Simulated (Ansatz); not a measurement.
**C₃H₆ (singlet): from Hartree-Fock to the top rungs, 6-31G***

One table from this session's results is given with a row withheld; the runs are named, their logs left out.

Program: Ansatz 0.2.0, Gaussian basis. Level of theory: 6-31G*, core rule «outside noble gas», up to 3 orbitals frozen. These are calculated values, not measurements.

To be run: UHF; CCSD(T) on RHF; BCCD(T) on RHF; CISD; CCSDT(Q) on RHF; CASSCF and MRCISD+Q, 8 electrons in 8 orbitals; CASSCF and NEVPT2, 8 electrons in 8 orbitals.

14 further runs of the same task are left out: 1 that didn't finish, 13 set aside as unsound or not needed.

### The geometry

The geometry is an MP2(full)/6-31G* stationary point (not a proven minimum).

9 atoms, charge 0, spin multiplicity 1.

Atoms are counted from 1 here; the program's logs count them from 0.

Bond lengths: C1–C2 1.337 Å, C1–H3 1.086 Å, C1–H4 1.085 Å, C2–H5 1.089 Å, C2–C6 1.498 Å, C6–H7 1.093 Å, C6–H8 1.095 Å, C6–H9 1.095 Å. Angles: C2–C1–H3 121.6°, C2–C1–H4 121.7°, H3–C1–H4 116.7°, C1–C2–H5 119.0°, C1–C2–C6 124.6°, H5–C2–C6 116.5°, C2–C6–H7 111.1°, C2–C6–H8 111.1°, C2–C6–H9 111.1°, H7–C6–H8 108.2°, H7–C6–H9 108.2°, H8–C6–H9 107.0°.

The first run:

Input file in.yaml:

```yaml
crystal:
  periodic: [false, false, false]
  atoms:
    - {symbol: C, position_ang: [1.269817, 0.116606, 0.000000]}
    - {symbol: C, position_ang: [-0.021473, 0.462083, 0.000000]}
    - {symbol: H, position_ang: [1.579687, -0.924496, 0.000000]}
    - {symbol: H, position_ang: [2.059327, 0.860261, 0.000000]}
    - {symbol: H, position_ang: [-0.284694, 1.519022, 0.000000]}
    - {symbol: C, position_ang: [-1.161230, -0.509417, 0.000000]}
    - {symbol: H, position_ang: [-0.798332, -1.540367, 0.000000]}
    - {symbol: H, position_ang: [-1.797013, -0.369937, 0.880420]}
    - {symbol: H, position_ang: [-1.797013, -0.369937, -0.880420]}
basis:
  gaussian: {orbitals: "6-31G*"}
magnetization: {spin_polarized: true, initial_magnetization: 0}
hamiltonian: {xc: hf}
output: {orbitals: {seedname: orbitals}}
```

Command:

```console
> ansatz run in.yaml --threads 1 --pin off --events-out ev --progress --plain --max-ram 4096MiB --backend cpu
```

Among the steps run: UHF; CCSD(T) on RHF; BCCD(T) on RHF; CISD; CCSDT(Q) on RHF; CASSCF and MRCISD+Q, 8 electrons in 8 orbitals; CASSCF and NEVPT2, 8 electrons in 8 orbitals.

One table of the session follows, with a row left open; its other results are not shown here.

| method | from RCCSDT(Q) (kJ/mol) |
| --- | --- |
| RHF | +1151.7 |
| RMP2 | +141.3 |
| CISD | +162.8 |
| RCCSD | +39.9 |
| RCCSD(T) | +3.9 |
| BCCD(T) | +3.8 |
| RCCSDT | +1.8 |
| RCCSDT(Q) | 0 |
| CASSCF frontier | ? |
| NEVPT2 frontier | +156.0 |
| MRCISD frontier | +100.1 |
| MRCISD+Q frontier | +14.2 |

Estimate the missing values for CASSCF frontier.

The run gave: from RCCSDT(Q) (kJ/mol): +910.3. In the column «from RCCSDT(Q) (kJ/mol)» it lies between CISD (+162.8) and RHF (+1151.7).
